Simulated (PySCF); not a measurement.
How methods differ on the ionisation energy of C

C [He] 2s2 2p2 (3P) → C⁺ [He] 2s2 2p1 (2P), as a difference of total energies. Computed with PySCF 2.14 in jorge-DZP-DKH (4s2p1d, 15 functions), with scalar relativity by spin-free X2C-1e. Correlated levels: valence: 1s2 frozen. The calculations carry no spin-orbit coupling.

```tsv
method	ionisation energy (eV)	error (eV)
UHF	10.813	-0.449
PBE	11.522	+0.260
M06-L	11.446	+0.184
MP2 (valence)	11.079	-0.183
SCS-MP2 (valence)	10.975	-0.287
CCSD (valence)	10.952	-0.310
CCSD(T) (valence)	10.960	-0.302
```

Reference: 11.262 eV (measured; NIST levels, between the centres of gravity of the two terms).

Errors of the correlated levels include the incompleteness of this basis and the frozen core.
